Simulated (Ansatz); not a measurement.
# CHClO: geometry and frequencies at several levels

One table from this session's results is given with a row withheld; the runs are named, their logs left out.

Computed with Ansatz 0.2.0 (the levels named in each step, unless a step's input says otherwise).

## Starting point

Bond lengths: C2–O3 1.126 Å, Cl1–H4 1.310 Å.

Coordinates:

```xyz
4

Cl   -0.6088    1.3409   -0.2909
C     0.4591   -1.5051   -0.1348
O     1.0213   -1.8477    0.7792
H    -0.2685    0.0981   -0.5281
```

The first run:

input.yaml reads:

```yaml
crystal:
  periodic: [false, false, false]
  atoms:
    - { symbol: Cl, position_ang: [-0.6088, 1.34093, -0.29095] }
    - { symbol: C, position_ang: [0.45911, -1.50507, -0.1348] }
    - { symbol: O, position_ang: [1.02131, -1.84769, 0.77917] }
    - { symbol: H, position_ang: [-0.26849, 0.09812, -0.52813] }
basis:
  gaussian: { orbitals: def2-SVP }
hamiltonian:
  xc: pbe
  dispersion: d4
relax:
  f_tol: 0.03
  max_steps: 200
```

The run is started by

```sh
ansatz run input.yaml --threads 2 --pin off --max-ram 5120MiB --backend cpu --events-out ev --progress --plain --runs-dir out
```

Among the steps run: A rough first relaxation, PBE-D4/def2-SVP; Relaxation, PBE0-D4/def2-TZVPP; Frequencies, PBE0-D4/def2-TZVPP; Relaxation, PBE-D4/def2-TZVPP; Frequencies, PBE-D4/def2-TZVPP; Relaxation, r2SCAN-D4/def2-TZVPP; Frequencies, r2SCAN-D4/def2-TZVPP; Relaxation, B3LYP-D4/def2-TZVPP; Frequencies, B3LYP-D4/def2-TZVPP; Relaxation, B2PLYP/def2-TZVPP; Frequencies, B2PLYP/def2-TZVPP.

One table of the session follows, with a row left open; its other results are not shown here.

It belongs to the step «Geometries side by side». 

| level | C2–O3 (Å) | rotational constants (MHz) | dipole (D) | highest frequency (cm⁻¹) |
| --- | --- | --- | --- | --- |
| PBE0-D4/def2-TZVPP | 1.1211 | 1793.6 | 1.94 | 2897 |
| PBE-D4/def2-TZVPP | 1.1340 | 1832.6 | 2.11 | 2760 |
| r2SCAN-D4/def2-TZVPP | 1.1253 | 1761.9 | 2.00 | 2876 |
| B3LYP-D4/def2-TZVPP | 1.1228 | 1753 | 1.86 | 2871 |
| B2PLYP/def2-TZVPP | ? | ? | ? | ? |

Estimate the missing values for B2PLYP/def2-TZVPP.

As computed: C2–O3 (Å): 1.1283; rotational constants (MHz): 1713.8; dipole (D): 1.86; highest frequency (cm⁻¹): 2937. In the column «C2–O3 (Å)» it lies between r2SCAN-D4/def2-TZVPP (1.1253) and PBE-D4/def2-TZVPP (1.1340).
